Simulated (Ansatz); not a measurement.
A calculation on hcp Os returned lattice constant a 2.797 Å, lattice parameter c 4.401 Å.

For reference: lattice constant a 2.734 Å (measured, 293 K, no zero-point or thermal correction, our sources range from 2.734 to 2.740; as tabulated in Wikipedia's data pages); lattice parameter c 4.320 Å (measured, 293 K, not corrected to a static lattice; as tabulated in Wikipedia's data pages).

Problem. Which level of theory produced these numbers?
A) LC-ωPBE (Ansatz (a quantum-chemistry and plane-wave program))
B) BLYP (Ansatz)
C) r²SCAN (Ansatz)
D) r²SCAN-D4 (Ansatz)

Solution. B, BLYP (Ansatz)

The others give: r²SCAN-D4 2.734 Å, 4.311 Å; LC-ωPBE 2.702 Å, 4.256 Å; r²SCAN 2.738 Å, 4.317 Å.

Unless a cell is named, each level is at its own relaxed cell (BLYP 14.90, LC-ωPBE 13.46, r²SCAN 14.02, r²SCAN-D4 13.95 Å³/atom).

Ansatz's density-functional and Hartree–Fock values are scalar-relativistic unless marked +SOC, with PAW data made under PBE.
